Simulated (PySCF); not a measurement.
Input of a run (PBE0-D3(BJ)/def2-TZVP geometry optimisation, gas phase (PySCF 2.14.0)), started from GFN2-xTB:
```
{"job": {"xc": "PBE0", "basis": "def2-TZVP", "d3": "d3bj", "grid": 2, "shake": 0.01, "kind": "geom"}, "charge": 0, "multiplicity": 1}
O      1.413110    -0.126400    -0.165510
S      0.154370    -0.014860     0.506180
F     -0.703730     1.252520    -0.189910
F     -0.825750    -1.136630    -0.183760
```

Output (energies in Eh, forces in Eh/bohr):
```
step   0  E = -672.82361263  max force = 0.035913
step   1  E = -672.82407409  max force = 0.049567
step   2  E = -672.82848907  max force = 0.022998
step   3  E = -672.82921062  max force = 0.004620
step   4  E = -672.82926280  max force = 0.004426
step   5  E = -672.82931984  max force = 0.000271
step   6  E = -672.82932017  max force = 0.000104
optimisation converged
```

Q: Summarise the run.

A: The energy falls by 3.6 kcal/mol over 7 energy and gradient evaluations, the largest force component goes from 0.0359 to 1.0e-04 Eh/bohr, and the atoms move by 0.050 Å rms after alignment. The bond that changes most is S2–F3 (sulfinyl sulfur to sulfur-bound fluorine), which shortens by 0.093 Å. Bonds longer at the end by more than 0.005 Å: 0 of 3; shorter: 3. The energy never rose by more than 1e-6 Eh on the way. The first step brought 8 % of the lowering.

Q: What are the final bond lengths?

A: O1=S2 1.419 Å, S2–F3 1.588 Å, S2–F4 1.588 Å. Numbering counts from 1 in the input's order; the species is `O=S(F)F`.

The run used 130 basis functions and 56 SCF cycles in all.

Not checked by PBE0-D3(BJ)/def2-TZVP frequencies.
